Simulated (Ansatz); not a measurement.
# Isomers

Structures of CH3NS, closed shell, relaxed at PBE0-D4/def2-TZVP (vibrations not checked; lower isomers may exist, and structures with a doubtful reference or unclear bonds are left out). Computed with Ansatz 0.2.0 (basis: def2-TZVPP); correlated methods freeze the cores. B3LYP uses VWN-RPA correlation.

**Question.** Rank them by CCSD(T) energy, lowest first, and give each one's height above the lowest. Links in brackets join atoms within 1.22 times the sum of their covalent radii (1.1 for two metals). (Judge from chemistry; the value comes from the calculation.)
A.
CH₃NS ([NH2][CH][S])
```
6
angstrom
N -0.6174 -0.0355 -0.3869
C 0.4943 0.1290 0.3326
S 1.5629 -1.0373 0.7260
H -0.8471 -0.9527 -0.7342
H -1.2316 0.7334 -0.5910
H 0.6389 1.1631 0.6534
```
B.
CH₃NS ([NH][CH][SH])
```
6
angstrom
N -1.0546 -0.0282 -0.2273
C 0.2022 -0.0370 -0.3337
S 1.2845 0.1190 1.0289
H -1.4955 -0.1319 -1.1392
H 0.7616 -0.1410 -1.2700
H 0.3018 0.2191 1.9413
```
C.
a complex of HCN ([CH][N]) + H₂S
```
6
angstrom
N 2.2987 -0.5097 1.8277
C 1.4925 -0.1935 1.0768
S -1.2311 0.6586 -1.2912
H -1.3656 -0.5857 -1.7757
H -2.2233 0.4829 -0.4046
H 0.7313 0.0979 0.3734
```

**Answer.** Computed: A (0.0 kJ/mol), B (42.3 kJ/mol), C (56.0 kJ/mol). Heights count from the lowest.

**Question.** Do PBE-D4, r2SCAN-D4, PBE0-D4, B3LYP-D4, wB97M-V, HF, MP2 give the same order? (A judgement: the text doesn't fix the answer.)

**Answer.** The calculation gives: Lowest first: HF A < C < B. The others agree with CCSD(T).

The T1 diagnostic stays at or below 0.018.

For scale, one of the runs: CCSD(T)/def2-TZVPP, 146 basis functions, launched by `ansatz run in.yaml --threads 2 --pin off --events-out ev --progress --plain --max-ram 4352MiB`. Hardware: 2 CPU threads of an Intel Xeon Platinum 8488C, shared host. Wall time 17 s; peak host memory 0.89 GiB.
